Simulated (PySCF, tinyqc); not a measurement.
Ways to converge the cycle: SCF convergence aids in the sto-6g basis, for HF, spin multiplicity 1. Computed by the program tinyqc with PySCF. RHF with one setting changed at a time; a run stops when the energy changes by less than 1e-09 hartree and the error matrix is below 1e-5. The start is the core Hamiltonian. Damping d keeps d of the old density; a shift (hartree) raises the virtual levels; DIIS n extrapolates F over n matrices.

Geometry (angstrom):
```
atom       x       y       z
F     0.0000  0.0000  0.0000
H     0.0000  0.0000  1.5020
```

lowest restricted solution found by these runs and by PySCF = -99.342314 hartree

Largest element of the error matrix X^T (FDS - SDF) X:
```
iteration    plain  damping 0.3  damping 0.6  shift 0.4   DIIS 3   DIIS 8
1          2.9e-01      2.9e-01      2.9e-01    2.9e-01  2.9e-01  2.9e-01
2          3.7e-01      1.1e-01      1.9e-01    4.1e-01  3.7e-01  3.7e-01
3          1.2e-01      5.7e-02      1.1e-01    1.4e-01  5.4e-02  5.4e-02
4          3.4e-02      2.7e-02      7.8e-02    3.2e-02  8.0e-03  8.0e-03
5          9.3e-03      1.3e-02      5.5e-02    7.0e-03  4.6e-04  4.5e-04
6          2.5e-03      5.8e-03      3.8e-02    1.5e-03  8.6e-06  1.0e-05
8          1.8e-04      1.2e-03      1.9e-02    7.2e-05        -        -
10         1.3e-05      2.4e-04      8.8e-03    3.4e-06        -        -
14               -      9.7e-06      2.0e-03          -        -        -
20               -            -      2.1e-04          -        -        -
30               -            -      4.7e-06          -        -        -
```

How each run ends:
```
run          iterations  E (hartree)         state
plain                11   -99.342314  lowest found
damping 0.3          19   -99.342314  lowest found
damping 0.6          40   -99.342314  lowest found
shift 0.4            10   -99.342314  lowest found
DIIS 3                7   -99.342314  lowest found
DIIS 8                7   -99.342314  lowest found
```

What does the comparison show, and why?

6 of 6 runs reach the lowest restricted solution found, in 7 to 40 iterations (fastest: DIIS 3, DIIS 8). Plain steps already contract here, so damping only slows them. DIIS 3 and DIIS 8 gain by cancelling the error over several earlier matrices, much as a quasi-Newton step does. The restricted reference is unstable here: a spin-polarised solution lies 0.0594 hartree lower (PySCF), so results built on it describe a poor reference.
